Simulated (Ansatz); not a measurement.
in.yaml

```yaml
crystal:
  periodic: [false, false, false]
  atoms:
    - {symbol: Sb, position_ang: [0.000000, 0.000000, 0.000000]}
    - {symbol: H, position_ang: [0.000000, 0.000000, 1.733800]}
basis:
  gaussian: {orbitals: def2-SVP, point_charges: [{charge: 0.50, position_ang: [3.422, 0.316, -0.662]}]}
total_charge: -1
magnetization: {spin_polarized: true, initial_magnetization: 3}
hamiltonian: {xc: hf}
scf: {lower_state_search: off}
output: {orbitals: {seedname: orbitals}}
```

```sh
$ ansatz run in.yaml --threads 1 --pin off --events-out ev --progress --plain --max-ram 2393MiB
```

Output:

```
these checks for a lower state are left out or cut short: stability, starts, cluster_reference, orbital_swaps, neighbouring_geometries, increment
385 factors; integrals over basis functions are off by at most 6.2e-4 eV
mean field evaluation 1: about -6524.4966 eV, gradient 7.3e0 eV
mean field evaluation 2: about -6524.6099 eV, gradient 7.3e0 eV
mean field evaluation 4: about -6525.1412 eV, gradient 1.0e0 eV
mean field evaluation 8: about -6525.1630 eV, gradient 4.0e-3 eV
a density is far from that of the atoms, so the factors are made again for it
397 factors; integrals over basis functions are off by at most 6.1e-4 eV
mean field evaluation 16: about -6525.1631 eV, gradient 1.2e-5 eV
mean field -6525.16312693 eV, -239.7953220002 hartree, gradient 2.1e-6 eV, S^2 3.761789; 0 other end points of the search recorded, 0 dependent functions left out
reference -6525.16312693 eV, -239.7953220002 hartree; 14, 11 occupied and 17, 20 virtual orbitals, 397 factors
Total energy: -6525.16312693 eV, -239.7953220002 hartree
Checks for a lower state left out: stability, starts, cluster_reference, orbital_swaps, neighbouring_geometries, increment
```

Ran on 1 thread of Arm Neoverse V1, shared host: 0.36 s wall, 0.07 GiB peak host memory.
